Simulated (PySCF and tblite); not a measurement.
Values are calculated unless marked as measured or tabulated.
Sulfurous acid, dimethyl ester, C₂H₆O₃S, numbered as in [CH3:1][O:2][S:3](=[O:4])[O:5][CH3:6].

Search: ETKDG and KDG, MMFF94s, GFN2-xTB, 90 starts; geometries at PBE0-D3(BJ)/def2-SVP. Weights use LC-wPBE-D3(BJ)/def2-SVPD energies plus GFN2-xTB zero-point and thermal terms (modes under about 100 cm⁻¹ blended into free rotors). Symmetry numbers and mirror images are counted. Conformers within 3 kcal/mol (GFN2-xTB free energy) were kept, 4 at most. GIAO shieldings: BLYP/pcSseg-1. Shifts are against TMS (¹H), TMS (¹³C) at the same level. Run with PySCF (density fitting) and tblite.

List the conformer-averaged shifts at 298.15 K.

¹H: 3.61 (H1/H6, 6H) ppm. ¹³C: 46.4 (C1/C6) ppm.

How do the conformers differ?

Torsions listed: C1–O2–S3–O5, O2–S3–O5–C6. Of a mirror pair one member is shown.
```
conformer        shape  weight %
        1     72°, 70°      63.7
        2    89°, -84°      36.1
        3    70°, 180°       0.1
        4  174°, -174°       0.0
```

```json
{"signal": "H1/H6", "1": "3.61", "2": "3.62", "3": "3.61", "4": "3.63", "average": "3.61"}
{"signal": "C1/C6", "1": "47.1", "2": "45.0", "3": "52.6", "4": "51.7", "average": "46.4"}
```

Which signal moves most, for its nucleus, between 150 and 400 K through the change of populations alone?

C1/C6: 46.0 ppm at 150 K, 46.2 ppm at 200 K, 46.3 ppm at 250 K, 46.4 ppm at 298.15 K, 46.5 ppm at 400 K.

Thermal terms of a conformer that GFN2-xTB lacks, or places elsewhere, come from the nearest GFN2-xTB minimum; such a conformer stays in the set even outside the window. Shifts are unscaled: against experiment ¹³C can be off by 15 ppm or more and ¹H by 0.8 ppm.
